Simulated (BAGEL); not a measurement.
# A workflow on CH5AlO (SMILES [CH3][AlH][OH])

Wanted: a single-point energy (HF/def2-SVP), then a single-point energy (NEVPT2(2,2)/def2-SVP), then a single-point energy (CASPT2(2,2)/def2-SVP) of CH5AlO. 

Program for the calculation: BAGEL 1.2.2.

1 further run of the same task is left out (set aside as unsound or not needed).

### 1 The system as given

The species is CH5AlO (8 atoms), meant as a singlet with charge 0. SMILES: `[CH3][AlH][OH]`. The C1–H4 distance was set to 2.518 Å, away from the relaxed value. At this shape a bond of the SMILES string is far longer than usual.

Bond lengths: C1–Al2 1.941 Å, Al2–O3 1.701 Å, C1–H5 1.092 Å, C1–H6 1.095 Å, Al2–H7 1.589 Å, O3–H8 0.956 Å. Angles: C1–Al2–O3 117.6°, C1–Al2–H7 124.2°, O3–Al2–H7 118.3°, Al2–C1–H5 111.9°, Al2–C1–H6 111.2°, Al2–O3–H8 122.5°, H5–C1–H6 108.2°.

### 2 A single-point energy at HF/def2-SVP (density fitting with svp-jkfit) (run 1)

Input file job.json:

```json
{ "bagel" : [

{
  "title" : "molecule",
  "basis" : "svp",
  "df_basis" : "svp-jkfit",
  "geometry" : [
    { "atom" : "C", "xyz" : [ -2.58242413, -0.53258718, -0.67495348 ] },
    { "atom" : "Al", "xyz" : [ -0.01693195, -3.13360622, -0.99431719 ] },
    { "atom" : "O", "xyz" : [ -0.08326133, -5.55661306,  1.11593997 ] },
    { "atom" : "H", "xyz" : [ -0.61434996,  3.69346971,  0.28213611 ] },
    { "atom" : "H", "xyz" : [ -3.93074372, -0.96117707,  0.82775673 ] },
    { "atom" : "H", "xyz" : [ -3.63651337, -0.30052881, -2.43976871 ] },
    { "atom" : "H", "xyz" : [  2.13187563, -3.13417314, -3.09248011 ] },
    { "atom" : "H", "xyz" : [  1.11973832, -6.90342087,  1.08324771 ] }
  ]
},
{
  "title" : "hf"
},
{
  "title" : "print",
  "file" : "orbitals.molden",
  "orbitals" : "true"
}

]}
```

Launch:

```
BAGEL_NUM_THREADS=1 BAGEL job.json > job.out
```

Log:

```text
* using 1 threads per process

  ===============================================================
  ===============================================================

  *** Geometry ***

  { "atom" : "C", "xyz" : [     -2.582424,     -0.532587,     -0.674953 ] },
  { "atom" : "Al", "xyz" : [     -0.016932,     -3.133606,     -0.994317 ] },
  { "atom" : "O", "xyz" : [     -0.083261,     -5.556613,      1.115940 ] },
  { "atom" : "H", "xyz" : [     -0.614350,      3.693470,      0.282136 ] },
  { "atom" : "H", "xyz" : [     -3.930744,     -0.961177,      0.827757 ] },
  { "atom" : "H", "xyz" : [     -3.636513,     -0.300529,     -2.439769 ] },
  { "atom" : "H", "xyz" : [      2.131876,     -3.134173,     -3.092480 ] },
  { "atom" : "H", "xyz" : [      1.119738,     -6.903421,      1.083248 ] },

  Number of auxiliary basis functions:      370

  Since a DF basis is specified, we compute 2- and 3-index integrals:
    o Being stored without compression. Storage requirement is 0.015 GB

  Number of basis functions:       71
  Number of electrons      :       32

    * METHOD: MOLECULE                             0.13

  *** RHF ***

  === Nuclear Repulsion ===
    95.9464125987

      * DIIS with orbital gradients will be used.

  === RHF iteration (svp) ===
      0       -356.89313463          0.02754376           0.03
      1       -357.04661310          0.02303039           0.03
      2       -357.23268817          0.00221038           0.03
      3       -357.23677528          0.00070868           0.03
      4       -357.23706779          0.00022746           0.03
      5       -357.23712590          0.00008455           0.03
      6       -357.23713375          0.00001799           0.03
      7       -357.23713419          0.00000830           0.03
      8       -357.23713429          0.00000324           0.03
      9       -357.23713431          0.00000145           0.03
     10       -357.23713431          0.00000039           0.03
     11       -357.23713431          0.00000016           0.03
     12       -357.23713431          0.00000006           0.03
     13       -357.23713431          0.00000001           0.03
     14       -357.23713431          0.00000000           0.03
    * SCF iteration converged.

    * Permanent dipole moment:
           (    0.162583,     1.020525,     0.434990) a.u.

    * METHOD: HF                                   0.54

    * METHOD: PRINT                                0.02

  ===============================================================
```

Run time: 1.1 s. Hardware: 1 thread of AMD EPYC 7R43 (Zen 3), shared host; peak memory 0.14 GiB.

### 3 A single-point energy at NEVPT2(2,2)/def2-SVP (density fitting with svp-jkfit) (run 2)

Input file input.json:

```json
{ "bagel" : [

{
  "title" : "molecule",
  "basis" : "svp",
  "df_basis" : "svp-jkfit",
  "geometry" : [
    { "atom" : "C", "xyz" : [ -2.58242413, -0.53258718, -0.67495348 ] },
    { "atom" : "Al", "xyz" : [ -0.01693195, -3.13360622, -0.99431719 ] },
    { "atom" : "O", "xyz" : [ -0.08326133, -5.55661306,  1.11593997 ] },
    { "atom" : "H", "xyz" : [ -0.61434996,  3.69346971,  0.28213611 ] },
    { "atom" : "H", "xyz" : [ -3.93074372, -0.96117707,  0.82775673 ] },
    { "atom" : "H", "xyz" : [ -3.63651337, -0.30052881, -2.43976871 ] },
    { "atom" : "H", "xyz" : [  2.13187563, -3.13417314, -3.09248011 ] },
    { "atom" : "H", "xyz" : [  1.11973832, -6.90342087,  1.08324771 ] }
  ]
},
{ "title" : "hf" },
{ "title" : "nevpt2", "nstate" : 1, "nact" : 2, "nclosed" : 15, "active" : [16, 17], "maxiter" : 200, "natocc" : "true", "ncore" : 7 },
{ "title" : "print", "file" : "orbitals.molden", "orbitals" : "true" }

]}
```

Launch:

```
BAGEL_NUM_THREADS=1 BAGEL input.json > input.out
```

Log:

```text
* using 1 threads per process

  ===============================================================
  ===============================================================

  *** Geometry ***

  { "atom" : "C", "xyz" : [     -2.582424,     -0.532587,     -0.674953 ] },
  { "atom" : "Al", "xyz" : [     -0.016932,     -3.133606,     -0.994317 ] },
  { "atom" : "O", "xyz" : [     -0.083261,     -5.556613,      1.115940 ] },
[... 4 lines of this table left out ...]
  { "atom" : "H", "xyz" : [      1.119738,     -6.903421,      1.083248 ] },

  Number of auxiliary basis functions:      370

  Since a DF basis is specified, we compute 2- and 3-index integrals:
    o Being stored without compression. Storage requirement is 0.015 GB

  Number of basis functions:       71
  Number of electrons      :       32

    * METHOD: MOLECULE                             0.15

  *** RHF ***

  === Nuclear Repulsion ===
    95.9464125987

      * DIIS with orbital gradients will be used.

  === RHF iteration (svp) ===
      0       -356.89313463          0.02754376           0.03
      1       -357.04661310          0.02303039           0.04
      2       -357.23268817          0.00221038           0.03
[... 11 lines of this table left out ...]
     14       -357.23713431          0.00000000           0.03
    * SCF iteration converged.

    * Permanent dipole moment:
           (    0.162583,     1.020525,     0.434990) a.u.

    * METHOD: HF                                   0.58

    * freezing 7 orbitals
  ---------------------------
      CASSCF calculation
  ---------------------------

    ==== Active orbitals : =====
         Orbital 16
         Orbital 17
    ============================

    * nstate   :      1
    * nclosed  :     15
    * nact     :      2
    * nvirt    :     54
  === CASSCF iteration (svp) ===

    * Using the second-order algorithm

      0  0      -357.28819528     6.30e-03      0.01

      1  0      -357.32107851     1.45e-03      0.16
[... 17 lines of this table left out ...]
     10  0      -357.32192312     3.97e-09      0.09

    * Second-order optimization converged. *

     guess   0:   closed 1.                   open ..

  === FCI iteration ===

      0  0      -357.22468779     8.91e-02      0.00
      1  0      -357.31920272     1.59e-02      0.00
      2  0 *    -357.32192312     3.62e-16      0.00

     * ci vector, state   0, <S^2> = 0.0000
       2.     0.8770338457
       .2    -0.4804285936

  === DF-NEVPT2 calculation ===

    * 3-index integral transformation done
    * assembly done

      NEVPT2 correlation energy:   -0.3721013039      0.08

          (+0)     -0.3291389585
          (+0)'    -0.0086677700
          (+1)     -0.0061613404
          (+1)'    -0.0000000000
          (+2)     -0.0002042243
          (-1)     -0.0271009935
          (-1)'     0.0000000000
          (-2)     -0.0008280171

      NEVPT2 total energy:       -357.6940244189

    * METHOD: NEVPT2                               1.70

    * METHOD: PRINT                                0.02

  ===============================================================
```

It took 2.9 s on 1 thread of AMD EPYC 7R43 (Zen 3), shared host; peak memory 0.14 GiB.

### 4 A single-point energy at CASPT2(2,2)/def2-SVP (density fitting with svp-jkfit) (run 3)

Input file input.json:

```json
{ "bagel" : [

{
  "title" : "molecule",
  "basis" : "svp",
  "df_basis" : "svp-jkfit",
  "angstrom" : false,
  "geometry" : [
    { "atom" : "C", "xyz" : [    -2.58242413,    -0.53258718,    -0.67495348 ] },
    { "atom" : "Al", "xyz" : [    -0.01693195,    -3.13360622,    -0.99431719 ] },
    { "atom" : "O", "xyz" : [    -0.08326133,    -5.55661306,     1.11593997 ] },
    { "atom" : "H", "xyz" : [    -0.61434996,     3.69346971,     0.28213611 ] },
    { "atom" : "H", "xyz" : [    -3.93074372,    -0.96117707,     0.82775673 ] },
    { "atom" : "H", "xyz" : [    -3.63651337,    -0.30052881,    -2.43976871 ] },
    { "atom" : "H", "xyz" : [     2.13187563,    -3.13417314,    -3.09248011 ] },
    { "atom" : "H", "xyz" : [     1.11973832,    -6.90342087,     1.08324771 ] }
  ]
},

{ "title" : "hf" },

{ "title" : "casscf", "nstate" : 1, "nact" : 2, "nclosed" : 15, "active" : [16, 17], "maxiter" : 200, "natocc" : true },

{ "title" : "print", "file" : "orbitals.molden", "orbitals" : true },

{ "title" : "smith", "method" : "caspt2", "ms" : true, "xms" : true, "sssr" : true, "shift" : 0.2, "shift_imag" : true, "ncore" : 7 }

]}
```

Launch:

```
BAGEL_NUM_THREADS=1 BAGEL input.json > input.out
```

Log:

```text
* using 1 threads per process

  ===============================================================
  ===============================================================

  *** Geometry ***

  { "atom" : "C", "xyz" : [     -2.582424,     -0.532587,     -0.674953 ] },
  { "atom" : "Al", "xyz" : [     -0.016932,     -3.133606,     -0.994317 ] },
  { "atom" : "O", "xyz" : [     -0.083261,     -5.556613,      1.115940 ] },
[... 4 lines of this table left out ...]
  { "atom" : "H", "xyz" : [      1.119738,     -6.903421,      1.083248 ] },

  Number of auxiliary basis functions:      370

  Since a DF basis is specified, we compute 2- and 3-index integrals:
    o Being stored without compression. Storage requirement is 0.015 GB

  Number of basis functions:       71
  Number of electrons      :       32

    * METHOD: MOLECULE                             0.13

  *** RHF ***

  === Nuclear Repulsion ===
    95.9464125987

      * DIIS with orbital gradients will be used.

[... 6 lines left out ...]
    * SCF iteration converged.
[... 1 line left out ...]
    * Permanent dipole moment:
[... 27 lines left out ...]
    * Second-order optimization converged. *
[... 9 lines left out ...]
     * ci vector, state   0, <S^2> = 0.0000
[... 16 lines left out ...]
    * Zeroth order energy : state  0       -0.4278881763

    * CASPT2 iteration is performed using orthogonal basis

      -------------------------------------------  CASPT2 iteration  ---------------------------------------------------
       #      aibj      arbs      arbi      airj      risj      airs      arst      rist         Etot      error   time
      ------------------------------------------------------------------------------------------------------------------

       0  -0.32779  -0.00106  -0.02911  -0.00675  -0.00032  -0.00890  -0.00000  -0.00000   -0.3739376  0.0005947   0.04
       1  -0.32780  -0.00107  -0.02914  -0.00676  -0.00033  -0.00898  -0.00000  -0.00000   -0.3740748  0.0000672   0.03
       2  -0.32780  -0.00107  -0.02914  -0.00676  -0.00033  -0.00898  -0.00000  -0.00000   -0.3740767  0.0000080   0.03
       3  -0.32780  -0.00107  -0.02914  -0.00676  -0.00033  -0.00898  -0.00000  -0.00000   -0.3740768  0.0000012   0.03
       4  -0.32780  -0.00107  -0.02914  -0.00676  -0.00033  -0.00898   0.00000  -0.00000   -0.3740768  0.0000001   0.03

      ------------------------------------------------------------------------------------------------------------------

    * CASPT2 energy : state  0     -357.6979906095
        w/o shift correction       -357.6959998733
        reference weight              0.8915056184

    * METHOD: SMITH                                0.27

  ===============================================================
```

Wall time 2.7 s (1 thread of AMD EPYC 7R43 (Zen 3), shared host); peak memory 0.14 GiB.

### 5 Summary of results

| quantity | value |
| --- | --- |
| run 1, HF/def2-SVP: total energy | -357.23713 Eh |
| run 1, HF/def2-SVP: dipole moment | 2.85 D |
| run 1, HF/def2-SVP: HOMO energy | -8.74 eV |
| run 1, HF/def2-SVP: LUMO energy | -0.27 eV |
| run 1, HF/def2-SVP: HOMO–LUMO gap | 8.48 eV |
| run 2, NEVPT2(2,2)/def2-SVP: total energy | -357.69402 Eh |
| run 3, CASPT2(2,2)/def2-SVP: total energy | -357.69799 Eh |
